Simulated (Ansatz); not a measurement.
**NS+ (triplet): wave-function methods side by side, def2-TZVPP**

The task here is to estimate one member of a computed series from the others.

Method: def2-TZVPP, core rule «outside noble gas», up to 6 orbitals frozen; program: Ansatz 0.2.0, Gaussian basis.

Plan: UHF; ROHF; CCSD(T) on UHF.

2 further runs of the same task are left out: 2 set aside as unsound or not needed.

**The system**

The geometry is a PBE0/def2-TZVP stationary point (not a proven minimum).

2 atoms, charge 1, spin multiplicity 3.

Atoms are counted from 1 here; the program's logs count them from 0.

Bond lengths: N1–S2 1.595 Å.

The first run:

in.yaml reads:

```yaml
crystal:
  periodic: [false, false, false]
  atoms:
    - {symbol: N, position_ang: [0.000000, 0.000000, 0.000000]}
    - {symbol: S, position_ang: [0.000000, 0.000000, 1.594600]}
basis:
  gaussian: {orbitals: def2-TZVPP}
total_charge: 1
magnetization: {spin_polarized: true, initial_magnetization: 2}
hamiltonian: {xc: hf}
output: {orbitals: {seedname: orbitals}}
```

Run with:

```sh
$ ansatz run in.yaml --threads 1 --pin off --events-out ev --progress --plain --max-ram 4096MiB --backend cpu
```

Steps of the session up to this table: UHF; ROHF; CCSD(T) on UHF.

One of the session's tables, all rows but one given; the rest of the session is left out.

| method | from UCCSD(T) (meV) |
| --- | --- |
| ROHF | ? |
| UMP2 | +2139.3 |
| UCCSD | +554.6 |
| UCCSD(T) | 0 |

**Question.** Estimate the row for ROHF.

The run gave: from UCCSD(T) (meV): +9408.7. In the column «from UCCSD(T) (meV)» it is the highest.

Left out of the table: UHF (another determinant or state than the rows shown).

The program flags UCCSD(T) as in doubt (see the logs), so the zero of the table is itself unsure.

Limits of these values: The determinant is far from a pure spin state, so its energy mixes those of several spin states (harmless only where they are near-degenerate, as at dissociation). The program flags UCCSD(T) as in doubt, so the zero of the table is itself unsure. Warnings: spin contamination; coupled cluster took another determinant than the lowest.
